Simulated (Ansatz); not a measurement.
## 1T (CdI2-type) HfS2: properties by level of theory

Reference values: lattice constant a 3.635 Å (measured, temperature not stated, not corrected to a static lattice; as tabulated in Björkman (2014), arXiv:1406.2436); lattice parameter c 5.83 Å (measured, temperature not stated, zero-point anharmonic expansion removed (computed with revB86b-DF2); no thermal correction; as tabulated in Björkman (2014), arXiv:1406.2436); band gap 1.8 eV (measured, temperature not stated, no zero-point or thermal correction, fundamental, indirect, our sources range from 1.80 to 1.96; as tabulated in Rybak et al. (2022), arXiv:2210.12074).

```json
[
 {"level (code)": "PBEsol-D3(BJ) (Ansatz)", "lattice constant a (Å)": "3.548", "lattice parameter c (Å)": "5.577", "band gap (eV)": "0.45"},
 {"level (code)": "rVV10 (Ansatz)", "lattice constant a (Å)": "3.668", "lattice parameter c (Å)": "5.851", "band gap (eV)": "0.98"},
 {"level (code)": "HSE06-D3(BJ) (Ansatz)", "lattice constant a (Å)": "3.598", "lattice parameter c (Å)": "5.681", "band gap (eV)": "1.58"},
 {"level (code)": "PBE0-D3(BJ) (Ansatz)", "lattice constant a (Å)": "3.604", "lattice parameter c (Å)": "5.716", "band gap (eV)": "2.32"}
]
```

Differences from the reference values (errors of the level alone only where the reference is corrected to a static lattice):

```json
[
 {"level": "PBEsol-D3(BJ)", "lattice constant a (%)": "-2.39", "lattice parameter c (%)": "-4.34"},
 {"level": "rVV10", "lattice constant a (%)": "+0.91", "lattice parameter c (%)": "+0.36"},
 {"level": "HSE06-D3(BJ)", "lattice constant a (%)": "-1.02", "lattice parameter c (%)": "-2.56"},
 {"level": "PBE0-D3(BJ)", "lattice constant a (%)": "-0.85", "lattice parameter c (%)": "-1.96"}
]
```

Nearest: lattice constant a, not ranked (reference at room or unstated temperature); lattice parameter c, not ranked (reference at room or unstated temperature).

Computed values are for a static lattice. Levels without +SOC have no spin–orbit coupling; where heavier elements are present it shifts gaps, mostly down, and can invert bands.  Each level is taken at its own relaxed cell. Cutoffs and k meshes differ between the levels. Ansatz's density-functional and Hartree–Fock values are scalar-relativistic unless marked +SOC, with PAW data made under PBE.

Ansatz's density-functional and Hartree–Fock values are scalar-relativistic unless marked +SOC, with PAW data made under PBE.

Differences are worked out from the printed values.

The computed numbers hold no vibrational or temperature effects.

Ansatz is a quantum-chemistry and plane-wave program.
